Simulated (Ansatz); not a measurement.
# C4H5F: one species, many methods

An exercise on one series of results from a longer session: the logs are not shown, and one member is left open.

The runs use Ansatz 0.2.0, Gaussian basis; functionals in def2-TZVPP, the program's frozen cores in correlated methods.

The runs, in order: LDA (SPW92), PBE-D4, revPBE-D4, BLYP-D4, r2SCAN-D4, B97M-V, PBE0-D4, B3LYP-D4, r2SCANh-D4, r2SCAN0-D4, HSE06-D4, BHLYP-D4, CAM-B3LYP-D4, LC-ωPBE, ωB97X-V, ωB97M-V, B2PLYP, PBE-QIDH; CCSD(T)/def2-SVP; CCSD(T)/def2-TZVPP; CCSD(T)/def2-QZVPP; extrapolation to the limit; RPA on PBE.

## Structure used throughout

The geometry comes from an earlier relaxation with PBE0-D4 in a triple-zeta def2 set; it is a stationary point, not always the lowest conformer.

SMILES `C=C/C=C/F`, 10 atoms, charge 0, spin multiplicity 1.

Atoms are counted from 1 here; the program's logs count them from 0.

Bond lengths: C1–C2 1.332 Å, C1–H6 1.085 Å, C1–H7 1.083 Å, C2–C3 1.445 Å, C2–H8 1.088 Å, C3–C4 1.327 Å, C3–H9 1.086 Å, C4–F5 1.334 Å, C4–H10 1.085 Å. Angles: C2–C1–H6 121.4°, C2–C1–H7 121.4°, H6–C1–H7 117.2°, C1–C2–C3 124.3°, C1–C2–H8 119.2°, C3–C2–H8 116.5°, C2–C3–C4 122.3°, C2–C3–H9 118.9°, C4–C3–H9 118.8°, C3–C4–F5 122.0°, C3–C4–H10 125.4°, F5–C4–H10 112.5°.

The first run:

Contents of in.yaml:

```yaml
crystal:
  periodic: [false, false, false]
  atoms:
    - {symbol: C, position_ang: [-1.374549, 1.241699, -0.081582]}
    - {symbol: C, position_ang: [-0.153264, 0.719766, 0.021999]}
    - {symbol: C, position_ang: [0.132948, -0.696153, -0.023728]}
    - {symbol: C, position_ang: [1.366287, -1.173118, 0.083745]}
    - {symbol: F, position_ang: [1.624892, -2.480977, 0.041388]}
    - {symbol: H, position_ang: [-2.249184, 0.612703, -0.210008]}
    - {symbol: H, position_ang: [-1.536363, 2.311391, -0.041088]}
    - {symbol: H, position_ang: [0.698590, 1.384066, 0.150059]}
    - {symbol: H, position_ang: [-0.688979, -1.394544, -0.150235]}
    - {symbol: H, position_ang: [2.262725, -0.576034, 0.212451]}
basis:
  gaussian: {orbitals: def2-TZVPP}
hamiltonian: {xc: lda}
output: {orbitals: {seedname: orbitals}}
```

Started as:

```sh
$ ansatz run in.yaml --threads 2 --pin off --events-out ev --progress --plain --max-ram 22528MiB --backend cpu
```

Steps of the session up to this table: LDA; PBE-D4 (GGA); revPBE-D4 (GGA); BLYP-D4 (GGA); r2SCAN-D4 (meta-GGA); B97M-V (meta-GGA); B3LYP-D4 (hybrid); r2SCANh-D4 (hybrid); r2SCAN0-D4 (hybrid); HSE06-D4 (hybrid); BHLYP-D4 (hybrid); CAM-B3LYP-D4 (range-separated); LC-ωPBE (range-separated); ωB97X-V (range-separated); ωB97M-V (range-separated); B2PLYP (double hybrid); PBE-QIDH (double hybrid).

One of the session's tables, all rows but one given; the rest of the session is left out.

It belongs to the step «Orbital energies across the functionals». 

| functional | HOMO (eV) | gap (eV) |
| --- | --- | --- |
| LDA (SPW92) | ? | ? |
| PBE-D4 | -5.70 | 3.99 |
| revPBE-D4 | -5.62 | 4.01 |
| BLYP-D4 | -5.54 | 3.97 |
| r2SCAN-D4 | -5.87 | 4.32 |
| B97M-V | -5.87 | 4.41 |
| PBE0-D4 | -6.74 | 5.97 |
| B3LYP-D4 | -6.54 | 5.54 |
| r2SCANh-D4 | -6.26 | 5.06 |
| r2SCAN0-D4 | -6.86 | 6.17 |
| HSE06-D4 | -6.35 | 5.20 |
| BHLYP-D4 | -7.64 | 7.94 |
| CAM-B3LYP-D4 | -8.00 | 8.32 |
| LC-ωPBE | -9.30 | 10.75 |
| ωB97X-V | -8.92 | 10.33 |
| ωB97M-V | -8.84 | 10.15 |

Estimate the missing values for LDA (SPW92).

The run gave: HOMO (eV): -5.91; gap (eV): 3.95. In the column «HOMO (eV)» it lies between r2SCANh-D4 (-6.26) and r2SCAN-D4 (-5.87).
